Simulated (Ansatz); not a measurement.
**[H···H···CH3], doublet: transfer scan**

Starting geometry:

```yaml
atoms:
  - { symbol: H, position_ang: [-2.0889, 0.0000, 0.0000] }
  - { symbol: H, position_ang: [-1.3439, 0.0000, 0.0000] }
  - { symbol: C, position_ang: [0.2301, 0.0000, 0.0000] }
  - { symbol: H, position_ang: [0.2301, -1.0800, 0.0000] }
  - { symbol: H, position_ang: [0.2301, 0.5400, 0.9353] }
  - { symbol: H, position_ang: [0.2301, 0.5400, -0.9353] }
```

From there H2 is moved from one fragment to the other while all else, the fragments' distance too, stays fixed; atoms are numbered as listed. Energies are in kcal/mol, counted from the starting geometry at the same level.

Basis cc-pVDZ; Ansatz 0.2.0. Correlated methods freeze the noble-gas cores. Prefix R: restricted or restricted open-shell reference; prefix U: unrestricted.

For open shells CISD is restricted-active-space CI with the open shells as a complete middle space.

Full CI isn't at hand for all of this; UCCSDT(Q) serves as the reference, and is uncertain by about the last step of the cluster series.

| distance H1-H2 (Å) | CISD |
| --- | --- |
| 0.693 | 1.4 |
| 0.745 | 0.0 |
| 0.814 | 1.1 |
| 0.883 | 3.9 |
| 0.952 | 6.7 |
| 1.022 | 8.3 |
| 1.091 | 9.2 |
| 1.160 | 9.8 |
| 1.229 | 11.7 |

Task: Estimate the UCCSDT(Q) curve in cc-pVDZ from this one, knowing how CISD errs.

Result: The computed UCCSDT(Q) values, in kcal/mol from the starting point, and the error of CISD against them:
```csv
distance H1-H2 (Å),UCCSDT(Q),CISD less UCCSDT(Q)
0.693,1.8,-0.4
0.745,0.0,0.0
0.814,0.5,0.6
0.883,2.6,1.3
0.952,4.9,1.8
1.022,6.6,1.7
1.091,7.7,1.5
1.160,8.8,1.0
1.229,11.3,0.4
```

The error spans 2.2 kcal/mol and is largest, 1.8 kcal/mol, at 0.952 Å.
